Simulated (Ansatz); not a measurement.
`N/C=C\F` and `N#C/C=C/F` differ in one atom or group (the configuration at the double bond changes too).

Ansatz, PBE0-D4/def2-TZVP geometries, multiplicity 1. Each molecule was computed in one conformer, which needn't be the lowest.

| property | `N/C=C\F` |
| --- | --- |
| LUMO energy (B3LYP/def2-TZVPP) / eV | 0.62 |
| ideal-gas entropy at 298 K and 1 bar (rigid rotor, harmonic PBE0-D4/def2-TZVP) / J/(mol·K) | 282 |
| size of the dipole moment (ωB97M-V/def2-TZVPP) / D | 1.99 |
| zero-point energy (PBE0-D4/def2-TZVP) / kJ/mol | 163.3 |
| HOMO energy (PBE/def2-TZVPP) / eV | -4.79 |
| LUMO energy (PBE0/def2-TZVPP) / eV | 1.00 |

**Question.** Give the same properties after the change, and the shifts. (Best estimate.)

**Answer.** The calculation gave: 
```tsv
property	`N#C/C=C/F`	shift
LUMO energy (B3LYP/def2-TZVPP) / eV	-1.84	-2.46
ideal-gas entropy at 298 K and 1 bar (rigid rotor, harmonic PBE0-D4/def2-TZVP) / J/(mol·K)	293	11
size of the dipole moment (ωB97M-V/def2-TZVPP) / D	2.93	0.94
zero-point energy (PBE0-D4/def2-TZVP) / kJ/mol	114.6	-48.7
HOMO energy (PBE/def2-TZVPP) / eV	-7.13	-2.34
LUMO energy (PBE0/def2-TZVPP) / eV	-1.59	-2.59
```

With PBE0 the HOMO falls by 2.30 eV and the LUMO falls by 2.59 eV, so the gap narrows by about 0.29 eV. PBE moves the HOMO by -2.34 eV and ωB97M-V by -2.22 eV. The zero-point energy changes by -48.7 kJ/mol with -3 modes. Dipoles are sizes alone; their direction can turn.

B3LYP here is the variant with VWN-RPA as its local correlation; programs differ in this.
